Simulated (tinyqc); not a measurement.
Inside a calculation. Method: RKS/BLYP in the sto-6g basis, for H2F+, spin multiplicity 1. One step of it, computed by the program tinyqc.

Problem. Iteration 2: building the Kohn-Sham matrix. J_ij = sum D_kl (ij|kl); F = H + J + V_xc; E = tr D H + tr D J / 2 + E_xc + E_nn.

D after iteration 1, lower triangle:
```
            1F 1s      1F 2s    1F 2px     1F 2py     1F 2pz      2H 1s     3H 1s
1F 1s    1.492108
1F 2s   -0.423408   2.005278
1F 2px   0.000000   0.000000  2.000000
1F 2py   0.000000   0.000000  0.000000   2.317462
1F 2pz   0.012488   0.027599  0.000000   0.000000   2.039576
2H 1s    0.062808  -0.433412  0.000000  -0.447811  -0.221131   0.925517
3H 1s    0.062808  -0.433412  0.000000   0.447811  -0.221131  -0.129423  0.925517
```

core Hamiltonian H = T + V (hartree), lower triangle:
```
             1F 1s       1F 2s     1F 2px     1F 2py     1F 2pz      2H 1s      3H 1s
1F 1s   -41.569054
1F 2s    -9.275092  -11.528688
1F 2px    0.000000    0.000000  -9.282281
1F 2py    0.000000    0.000000   0.000000  -9.435125
1F 2pz   -0.018180   -0.206099   0.000000   0.000000  -9.360014
2H 1s    -1.996665   -4.247834   0.000000  -2.201821  -1.636714  -5.756766
3H 1s    -1.996665   -4.247834   0.000000   2.201821  -1.636714  -1.841267  -5.756766
```

Two-electron integrals (ij|kl) in chemists' order, unique and non-zero (hartree):
```
(11|11) 5.406240    (21|11) 0.768129    (21|21) 0.138909    (22|11) 1.266271
(22|21) 0.283987    (22|22) 0.926367    (31|31) 0.029452    (32|31) 0.044681
(32|32) 0.204753    (33|11) 1.266273    (33|21) 0.283987    (33|22) 0.926366
(33|33) 0.998085    (41|41) 0.029452    (42|41) 0.044681    (42|42) 0.204753
(43|43) 0.053789    (44|11) 1.266273    (44|21) 0.283987    (44|22) 0.926366
(44|33) 0.890506    (44|44) 0.998085    (51|51) 0.029452    (52|51) 0.044681
(52|52) 0.204753    (53|53) 0.053789    (54|54) 0.053789    (55|11) 1.266273
(55|21) 0.283987    (55|22) 0.926366    (55|33) 0.890506    (55|44) 0.890506
(55|55) 0.998085    (61|11) 0.175458    (61|21) 0.030401    (61|22) 0.060745
(61|33) 0.060640    (61|41) 0.001070    (61|42) 0.002086    (61|44) 0.060850
(61|51) 0.000763    (61|52) 0.001487    (61|54) 0.000150    (61|55) 0.060747
(61|61) 0.006764    (62|11) 0.417858    (62|21) 0.094996    (62|22) 0.342532
(62|33) 0.337818    (62|41) 0.005562    (62|42) 0.040805    (62|44) 0.347191
(62|51) 0.003967    (62|52) 0.029100    (62|54) 0.006684    (62|55) 0.342585
(62|61) 0.020765    (62|62) 0.152542    (63|31) 0.010882    (63|32) 0.061151
(63|43) 0.008634    (63|53) 0.006157    (63|63) 0.023149    (64|11) 0.221248
(64|21) 0.051038    (64|22) 0.196765    (64|33) 0.188206    (64|41) 0.013563
(64|42) 0.083817    (64|44) 0.211048    (64|51) 0.001912    (64|52) 0.016164
(64|54) 0.010132    (64|55) 0.191040    (64|61) 0.011680    (64|62) 0.107544
(64|64) 0.098626    (65|11) 0.157783    (65|21) 0.036397    (65|22) 0.140322
(65|33) 0.134218    (65|41) 0.001912    (65|42) 0.016164    (65|44) 0.138193
(65|51) 0.012245    (65|52) 0.072678    (65|54) 0.011469    (65|55) 0.148555
(65|61) 0.008330    (65|62) 0.076695    (65|64) 0.053826    (65|65) 0.061535
(66|11) 0.547733    (66|21) 0.126848    (66|22) 0.523298    (66|33) 0.505063
(66|41) 0.010049    (66|42) 0.100660    (66|44) 0.541325    (66|51) 0.007167
(66|52) 0.071785    (66|54) 0.025860    (66|55) 0.523505    (66|61) 0.027984
(66|62) 0.290688    (66|64) 0.237985    (66|65) 0.169718    (66|66) 0.774999
(71|11) 0.175458    (71|21) 0.030401    (71|22) 0.060745    (71|33) 0.060640
(71|41) -0.001070   (71|42) -0.002086   (71|44) 0.060850    (71|51) 0.000763
(71|52) 0.001487    (71|54) -0.000150   (71|55) 0.060747    (71|61) 0.006681
(71|62) 0.020179    (71|64) 0.010319    (71|65) 0.008089    (71|66) 0.026861
(71|71) 0.006764    (72|11) 0.417858    (72|21) 0.094996    (72|22) 0.342532
(72|33) 0.337818    (72|41) -0.005562   (72|42) -0.040805   (72|44) 0.347191
(72|51) 0.003967    (72|52) 0.029100    (72|54) -0.006684   (72|55) 0.342585
(72|61) 0.020179    (72|62) 0.127384    (72|64) 0.061116    (72|65) 0.062154
(72|66) 0.201881    (72|71) 0.020765    (72|72) 0.152542    (73|31) 0.010882
(73|32) 0.061151    (73|43) -0.008634   (73|53) 0.006157    (73|63) 0.018833
(73|73) 0.023149    (74|11) -0.221248   (74|21) -0.051038   (74|22) -0.196765
(74|33) -0.188206   (74|41) 0.013563    (74|42) 0.083817    (74|44) -0.211048
(74|51) -0.001912   (74|52) -0.016164   (74|54) 0.010132    (74|55) -0.191040
(74|61) -0.010319   (74|62) -0.061116   (74|64) -0.010641   (74|65) -0.029130
(74|66) -0.084587   (74|71) -0.011680   (74|72) -0.107544   (74|74) 0.098626
(75|11) 0.157783    (75|21) 0.036397    (75|22) 0.140322    (75|33) 0.134218
(75|41) -0.001912   (75|42) -0.016164   (75|44) 0.138193    (75|51) 0.012245
(75|52) 0.072678    (75|54) -0.011469   (75|55) 0.148555    (75|61) 0.008089
(75|62) 0.062154    (75|64) 0.029130    (75|65) 0.048813    (75|66) 0.109460
(75|71) 0.008330    (75|72) 0.076695    (75|74) -0.053826   (75|75) 0.061535
(76|11) 0.168257    (76|21) 0.038666    (76|22) 0.151733    (76|33) 0.148922
(76|44) 0.151670    (76|51) 0.002594    (76|52) 0.022820    (76|55) 0.154607
(76|61) 0.008370    (76|62) 0.067775    (76|64) 0.041324    (76|65) 0.038834
(76|66) 0.136135    (76|71) 0.008370    (76|72) 0.067775    (76|74) -0.041324
(76|75) 0.038834    (76|76) 0.036715    (77|11) 0.547733    (77|21) 0.126848
(77|22) 0.523298    (77|33) 0.505063    (77|41) -0.010049   (77|42) -0.100660
(77|44) 0.541325    (77|51) 0.007167    (77|52) 0.071785    (77|54) -0.025860
(77|55) 0.523505    (77|61) 0.026861    (77|62) 0.201881    (77|64) 0.084587
(77|65) 0.109460    (77|66) 0.344570    (77|71) 0.027984    (77|72) 0.290688
(77|74) -0.237985   (77|75) 0.169718    (77|76) 0.136135    (77|77) 0.774999
```

nuclear repulsion = 10.65036842 hartree

V_xc (hartree), lower triangle:
```
            1F 1s      1F 2s     1F 2px     1F 2py     1F 2pz      2H 1s      3H 1s
1F 1s   -3.230031
1F 2s   -0.415250  -0.925060
1F 2px   0.000000   0.000000  -0.921637
1F 2py   0.000000   0.000000   0.000000  -0.931605
1F 2pz   0.000784   0.008344   0.000000   0.000000  -0.921777
2H 1s   -0.097544  -0.314739   0.000000  -0.176177  -0.123056  -0.461681
3H 1s   -0.097544  -0.314739   0.000000   0.176177  -0.123056  -0.124515  -0.461681
```

E_xc = sum of w rho eps_xc = -9.40972106 hartree

Give: Coulomb J; Kohn-Sham matrix F; total energy of this density.

Solution.

Coulomb J (hartree), lower triangle:
```
         1F 1s   1F 2s  1F 2px  1F 2py  1F 2pz  2H 1s  3H 1s
1F 1s   17.759
1F 2s    3.347   9.270
1F 2px   0.000   0.000   9.253
1F 2py   0.000   0.000   0.000   9.293
1F 2pz  -0.005  -0.004   0.000   0.000   9.264
2H 1s    0.732   3.399   0.000   1.947   1.389  5.264
3H 1s    0.732   3.399   0.000  -1.947   1.389  1.507  5.264
```

Kohn-Sham matrix F (hartree), lower triangle:
```
          1F 1s   1F 2s  1F 2px  1F 2py  1F 2pz   2H 1s   3H 1s
1F 1s   -27.040
1F 2s    -6.343  -3.184
1F 2px    0.000   0.000  -0.951
1F 2py    0.000   0.000   0.000  -1.074
1F 2pz   -0.023  -0.202   0.000   0.000  -1.018
2H 1s    -1.362  -1.164   0.000  -0.431  -0.371  -0.954
3H 1s    -1.362  -1.164   0.000   0.431  -0.371  -0.458  -0.954
```

total energy of this density = -83.44836 hartree

This density is a damped mixture and is not idempotent.
